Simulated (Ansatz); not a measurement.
# HAl–O–Al⁺, quintet: the ladder up to UCCSDT(Q)

Geometry: that of the HAl–O–Al, quartet, kept fixed. The triplet lies 5.6 eV lower here.

```yaml
atoms:
  - { symbol: Al, position_ang: [0.0000, -0.1114, 1.6489] }
  - { symbol: O, position_ang: [0.0000, 0.0548, -0.0342] }
  - { symbol: Al, position_ang: [0.0000, 0.0319, -1.7218] }
  - { symbol: H, position_ang: [0.0000, 1.2590, 2.4945] }
```

Basis cc-pVDZ; Ansatz 0.2.0. Correlated methods freeze the noble-gas cores, which leaves 12 electrons in 44 orbitals. R marks a restricted (for open shells ROHF) determinant, U an unrestricted one.

Full CI isn't at hand for all of this; UCCSDT(Q) serves as the reference, and is uncertain by the last step of the cluster series or more. The frozen core follows each run's orbitals, which can shift R against U totals by a few meV.

Coupled cluster chose its determinant by a search with trial CCSD, here up to 0.69 eV above the lowest Hartree–Fock solution of its kind.

```
UHF ⟨S²⟩                            : 6.014
⟨S²⟩ of the determinant under UCCSD : 6.005
T1 diagnostic (RCCSD)               : 0.0725
largest doubles amplitude (RCCSD)   : 0.045
T1 diagnostic (UCCSD)               : 0.0676
```

```
    level  E − E(UCCSDT(Q)) (kcal/mol)  share of correlation (%)  wall time
     RHF†                       145.90                         –          –
     UHF†                       142.44                         –      4.1 s
    RCCSD                         7.97                     94.98          –
    UCCSD                         7.92                     95.02          –
 RCCSD(T)                         2.53                     98.41       28 s
 UCCSD(T)                         2.46                     98.45       30 s
  BCCD(T)                         2.13                     98.66       30 s
   RCCSDT                         1.11                     99.30          –
   UCCSDT                         1.08                     99.32          –
RCCSDT(Q)                         0.44                     99.72    1.7 min
```

A dagger marks rows that describe another state than the reference (another or a broken symmetry, a higher spin or other natural occupations), so the difference holds a gap between states beside the method's error.

The correlation energy at UCCSDT(Q), counted from the determinant under the R cluster runs, is -6.890 eV. That run took 1.7 min on 1 thread of Arm Neoverse V2, shared host.

Run but not shown, since their state, orbitals or frozen core can't be matched to the reference's or they repeat it: RMP2, UMP2, CISD.

Times hold each run's SCF and search for its determinant on a shared host, so for small cases they say little of a method's own cost; they ran on 1 thread of Arm Neoverse V2.
